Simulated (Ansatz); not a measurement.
**doublet C2H6Si+: levels of theory compared**

We compute a comparison of 6 runs (UHF/3-21G, U-revPBE/6-311+G**, UB2PLYP/6-311+G**, UBHLYP/6-311+G**, UBLYP/6-311+G**, UCCSD/6-311+G**) of doublet C2H6Si+. 

Program for the calculation: Ansatz 0.2.0.

34 further runs of the same task are left out: 34 set aside as unsound or not needed.

### Step 1. The structure to begin with

C2H6Si+: 9 atoms, total charge +1, spin state doublet. SMILES of the parent species: `C[Si]C`. The coordinates come from a PBE0-D4/def2-TZVP relaxation. That shape belongs to the parent species and isn't relaxed for this state.

Bond lengths: C1–Si2 1.896 Å, Si2–C3 1.896 Å, C1–H4 1.102 Å, C1–H5 1.091 Å, C1–H6 1.095 Å, C3–H7 1.095 Å, C3–H8 1.091 Å, C3–H9 1.102 Å. Some angles: C1–Si2–C3 97.8°, Si2–C1–H4 105.3°, Si2–C1–H5 113.7°, Si2–C1–H6 114.0°, Si2–C3–H7 113.9°, Si2–C3–H8 113.7°, Si2–C3–H9 105.3°, H4–C1–H5 107.1°, H4–C1–H6 106.4°, H5–C1–H6 109.8°.

### Step 2. The energy at UHF/3-21G (run 1)

The input, input.yaml:

```yaml
crystal:
  periodic: [false, false, false]
  atoms:
    - {symbol: C, position_ang: [-0.527400, 1.047300, -0.805300]}
    - {symbol: Si, position_ang: [0.896800, -0.199700, -0.912800]}
    - {symbol: C, position_ang: [0.601900, -1.069400, 0.746000]}
    - {symbol: H, position_ang: [-1.430700, 0.480400, -1.082200]}
    - {symbol: H, position_ang: [-0.439700, 1.875000, -1.511000]}
    - {symbol: H, position_ang: [-0.703500, 1.436700, 0.202600]}
    - {symbol: H, position_ang: [-0.455600, -1.193000, 1.001000]}
    - {symbol: H, position_ang: [1.117900, -2.026600, 0.837300]}
    - {symbol: H, position_ang: [1.028800, -0.397000, 1.507100]}
basis:
  gaussian:
    orbitals: 3-21G.json
total_charge: 1
magnetization:
  spin_polarized: true
  initial_magnetization: 1
hamiltonian:
  xc: hf
accuracy: high
output: {orbitals: {seedname: orbitals}}
```

The basis set 3-21G is read from a file made from the Basis Set Exchange's data (not shown).

Command:

```
ansatz run input.yaml --threads 1 --pin off --max-ram 3480MiB --events-out events.jsonl --progress --plain --runs-dir runs
```

Log:

```text
Warning: RAYON_NUM_THREADS=1 ignored (pool sized by the plan → 1); use --threads N
Functional definition: HF
  name "HF"
  exchange = exact_x
  correlation = 0
1033 factors; integrals over basis functions are off by at most 7.3e-9 eV
mean field evaluation 1: about -9952.7151 eV, gradient 2.6e1 eV
mean field evaluation 2: about -9952.8769 eV, gradient 2.6e1 eV
mean field evaluation 4: about -9956.5190 eV, gradient 1.7e0 eV
mean field evaluation 8: about -9956.5751 eV, gradient 1.6e-1 eV
mean field evaluation 16: about -9956.5760 eV, gradient 1.0e-7 eV
mean field -9956.57601130 eV, -365.8974196058 hartree, gradient 2.8e-8 eV, S^2 0.754247; 0 other end points of the search recorded, 0 dependent functions left out
reference -9956.57601130 eV, -365.8974196058 hartree; 16, 15 occupied and 27, 28 virtual orbitals, 1033 factors
Total energy: -9956.57601130 eV, -365.8974196058 hartree
```

Wall time 0.42 s (1 thread of Arm Neoverse V2, shared host); peak memory 0.1 GiB.

### Step 3. A single-point energy at U-revPBE/6-311+G(d,p) (run 2)

The input, run.yaml:

```yaml
crystal:
  periodic: [false, false, false]
  atoms:
    - {symbol: C, position_ang: [-0.527400, 1.047300, -0.805300]}
    - {symbol: Si, position_ang: [0.896800, -0.199700, -0.912800]}
    - {symbol: C, position_ang: [0.601900, -1.069400, 0.746000]}
    - {symbol: H, position_ang: [-1.430700, 0.480400, -1.082200]}
    - {symbol: H, position_ang: [-0.439700, 1.875000, -1.511000]}
    - {symbol: H, position_ang: [-0.703500, 1.436700, 0.202600]}
    - {symbol: H, position_ang: [-0.455600, -1.193000, 1.001000]}
    - {symbol: H, position_ang: [1.117900, -2.026600, 0.837300]}
    - {symbol: H, position_ang: [1.028800, -0.397000, 1.507100]}
basis:
  gaussian:
    orbitals: 6-311+G_st__st_-spherical.json
total_charge: 1
magnetization:
  spin_polarized: true
  initial_magnetization: 1
hamiltonian:
  xc: {name: revPBE}
accuracy: high
output: {orbitals: {seedname: orbitals}}
```

The basis set 6-311+G** is read from a file made from the Basis Set Exchange's data (not shown).

Command:

```
ansatz run run.yaml --threads 1 --pin off --max-ram 3480MiB --events-out events.jsonl --progress --plain --runs-dir runs
```

Log:

```text
Warning: RAYON_NUM_THREADS=1 ignored (pool sized by the plan → 1); use --threads N
Functional definition: revPBE
  name "revPBE"
  parameter kappa = 1.245
  parameter beta = 0.06672455060314922
  exchange = pbe_x(kappa = kappa, mu = beta*pi^2/3)
  correlation = pbe_c(beta = beta)
2140 factors; integrals over basis functions are off by at most 4.3e-9 eV
mean field evaluation 1: about -10010.2488 eV, gradient 7.8e1 eV
mean field evaluation 2: about -9925.3923 eV, gradient 1.2e2 eV
mean field evaluation 4: about -10038.1190 eV, gradient 1.1e1 eV
mean field evaluation 8: about -10038.7496 eV, gradient 3.8e-1 eV
mean field evaluation 16: about -10038.7507 eV, gradient 2.2e-4 eV
mean field -10038.75065132 eV, -368.9172819264 hartree, gradient 6.3e-8 eV, S^2 0.751978; 0 other end points of the search recorded, 0 dependent functions left out
reference -10038.75066048 eV, -368.9172822632 hartree; 16, 15 occupied and 94, 95 virtual orbitals, 2140 factors
Total energy: -10038.75066048 eV, -368.9172822632 hartree
```

Run time: 9 s. Hardware: 1 thread of Arm Neoverse V2, shared host; peak memory 0.35 GiB.

Runs 3 to 4 aren't shown in full; the table further down has their settings and results.

### Step 4. The energy at UBLYP/6-311+G(d,p) (run 5)

Changes to input.yaml since step 2:

```diff
@@ -14,3 +14,3 @@
   gaussian:
-    orbitals: 3-21G.json
+    orbitals: 6-311+G_st__st_-spherical.json
 total_charge: 1
@@ -20,4 +20,5 @@
 hamiltonian:
-  xc: hf
+  xc: {name: BLYP}
 accuracy: high
-output: {orbitals: {seedname: orbitals}}
+output:
+  orbitals: {seedname: orbitals}
```

The basis set 6-311+G** is read from a file made from the Basis Set Exchange's data (not shown).

Command:

```
ansatz run input.yaml --threads 1 --pin off --max-ram 3480MiB --events-out events.jsonl --progress --plain --runs-dir runs
```

Log:

```text
Warning: RAYON_NUM_THREADS=1 ignored (pool sized by the plan → 1); use --threads N
Functional definition: BLYP
  name "BLYP"
  parameter beta = 0.0042
  parameter a = 0.04918
  parameter b = 0.132
  parameter c = 0.2533
  parameter d = 0.349
  exchange = b88_x(beta = beta)
  correlation = lyp_c(a = a, b = b, c = c, d = d)
2140 factors; integrals over basis functions are off by at most 4.3e-9 eV
mean field evaluation 1: about -10007.5702 eV, gradient 8.3e1 eV
mean field evaluation 2: about -9912.2645 eV, gradient 1.2e2 eV
mean field evaluation 4: about -10038.9360 eV, gradient 1.2e1 eV
mean field evaluation 8: about -10039.6932 eV, gradient 4.3e-1 eV
mean field evaluation 16: about -10039.6943 eV, gradient 2.0e-4 eV
mean field -10039.69434042 eV, -368.9519618613 hartree, gradient 6.0e-8 eV, S^2 0.751477; 0 other end points of the search recorded, 0 dependent functions left out
reference -10039.69440473 eV, -368.9519642247 hartree; 16, 15 occupied and 94, 95 virtual orbitals, 2140 factors
Total energy: -10039.69440473 eV, -368.9519642247 hartree
```

It took 12 s on 1 thread of Arm Neoverse V2, shared host; peak memory 0.35 GiB.

### Step 5. The energy at UCCSD/6-311+G(d,p) (run 6)

Changes to input.yaml since step 4:

```diff
@@ -1 +1,3 @@
+basis:
+  gaussian: {orbitals: 6-311+G_st__st_-spherical.json}
 crystal:
@@ -12,13 +14,6 @@
     - {symbol: H, position_ang: [1.028800, -0.397000, 1.507100]}
-basis:
-  gaussian:
-    orbitals: 6-311+G_st__st_-spherical.json
+magnetization: {spin_polarized: true, initial_magnetization: 1}
 total_charge: 1
-magnetization:
-  spin_polarized: true
-  initial_magnetization: 1
-hamiltonian:
-  xc: {name: BLYP}
 accuracy: high
-output:
-  orbitals: {seedname: orbitals}
+scf: {omitted_lower_state_checks: [cluster_reference, increment]}
+correlation: {method: ccsd, frozen_orbitals: {C: 1, H: 0, Si: 5}}
```

The basis set 6-311+G** is read from a file made from the Basis Set Exchange's data (not shown).

Command:

```
ansatz run input.yaml --threads 1 --pin off --max-ram 3480MiB --events-out events.jsonl --progress --plain --runs-dir runs
```

Log (excerpt; [...] marks lines left out):

```text
Warning: RAYON_NUM_THREADS=1 ignored (pool sized by the plan → 1); use --threads N
[... 2 set-up lines as earlier in the session ...]
[...]
2140 factors; integrals over basis functions are off by at most 4.3e-9 eV
[...]
mean field -10010.31974967 eV, -367.8724655620 hartree, gradient 2.3e-8 eV, S^2 0.759161; 1 other end points of the search recorded, 0 dependent functions left out
7 core orbitals not correlated: weight in the atoms' cores, before any rotation towards them, 1.000 or more for the frozen orbitals, at most 0.000 for the correlated occupied ones
reference -10010.31974967 eV, -367.8724655620 hartree; 9, 8 occupied and 94, 95 virtual orbitals, 2140 factors
second order -10.05743635 eV of doubles, -0.00000000 eV of singles
cycle   1  -10.84135758 eV  change   -7.8e-1 eV  update   7.4e-2
[...]
cycle  25  -11.23164655 eV  change  -3.5e-10 eV  update   1.4e-9
Total energy: -10021.55139622 eV, -368.2852209596 hartree
Checks for a lower state left out: cluster_reference, increment
```

It took 52 s on 1 thread of Arm Neoverse V2, shared host; peak memory 1.9 GiB.

### Step 6. The series

```csv
run,level,frozen core orbitals,energy (Eh),HOMO energy (eV),LUMO energy (eV),⟨S²⟩,wall time
1,UHF/3-21G,–,-365.897420,-16.78,-6.41,0.754,0.42 s
2,U-revPBE/6-311+G**,–,-368.917282,-12.52,-10.90,0.752,9 s
3,UB2PLYP/6-311+G**,7,-368.774219,-14.86,-8.85,0.755,17 s
4,UBHLYP/6-311+G**,–,-368.942752,-14.84,-9.29,0.755,13 s
5,UBLYP/6-311+G**,–,-368.951964,-12.33,-11.05,0.751,12 s
6,UCCSD/6-311+G**,7,-368.285221,–,–,0.759,52 s
```

### Step 7. Results

| quantity | value |
| --- | --- |
| run 6: total energy | -368.28522 Eh |
| run 6: correlation energy (7 core orbitals frozen) | -412.8 mEh |
| run 6: ⟨S²⟩ of the reference determinant | 0.759 |
| run 6: T1 diagnostic | 0.014 |

What this shows: Totals of different functionals can't be ranked against each other. All runs together took 1.7 min, the longest 52 s.
